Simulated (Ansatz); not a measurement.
**H₄N (charge +1), singlet: CASSCF and its corrections**

Program: Ansatz, Gaussian basis, development build. Basis cc-pVDZ, nonrelativistic, 1 orbital frozen in the corrections. State-specific CASSCF; RHF is the lowest restricted (open-shell) Hartree–Fock solution met. Solutions may break the symmetry of the shape. Lower solutions, or ones in other orbitals, may exist.

Geometry:

```xyz
5

N     0.0000    0.0000    0.0000
H     0.5945    0.5945    0.5945
H     0.5945   -0.5945   -0.5945
H    -0.5945    0.5945   -0.5945
H    -0.5945   -0.5945    0.5945
```

(1) What do CASSCF and its corrections give against RHF in CAS(8,8), and what are the occupations?

Results:

(1) CASSCF -2.846 eV, SC-NEVPT2 -5.037 eV; occupations 1.99, 1.98, 1.98, 1.98, 0.02, 0.02, 0.02, 0.02.
